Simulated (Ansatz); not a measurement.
Isolated molecules relaxed with PBE0-D4/def2-TZVP in Ansatz; ΔE leaves out vibrations. CCSD(T)/CBS is the MP2 limit (def2-TZVPP, def2-QZVPP) plus CCSD(T) − MP2 in def2-TZVPP, frozen cores. This one scheme is used for every species. Functionals use def2-TZVPP. B3LYP here is the variant with VWN-RPA as its local correlation; programs differ in this. One conformer a species, not always the lowest.

Consider the formal exchange of groups at the Al–Si bond: `F[SiH2][AlH2]` + `[NH2][AlH2]` → `[NH2][AlH][AlH2]` + `F[SiH3]`.

(1) Is it downhill or uphill in electronic energy at CCSD(T)/CBS, and by how much? (Estimate.)

(2) What do these levels give: LDA (SPW92), B3LYP-D4, BHLYP-D4, CAM-B3LYP-D4, B3LYP, CAM-B3LYP, LC-ωPBE, RPA@PBE/def2-TZVPP, CCSD/def2-SVP, HF/def2-TZVPP, SCS-MP2/def2-QZVPP, MP2/CBS(def2)? (Estimate.)

Largest T1 diagnostic among the species: 0.012.

Results:

(1) The calculation gave: Downhill: ΔE = -2.8 kcal/mol.

(2) The calculation gave: LDA (SPW92) -1.5, B3LYP-D4 -1.5, BHLYP-D4 -2.0, CAM-B3LYP-D4 -1.5, B3LYP -1.8, CAM-B3LYP -1.6, LC-ωPBE -1.6, RPA@PBE/def2-TZVPP -3.8, CCSD/def2-SVP -2.6, HF/def2-TZVPP -3.2, SCS-MP2/def2-QZVPP -2.9, MP2/CBS(def2) -2.5 kcal/mol.

Leaving LDA and LC-ωPBE aside and taking each functional with its dispersion term where it has one, the values, not all of them listed here, spread over 3.8 kcal/mol, from PBE-QIDH to B97M-V.
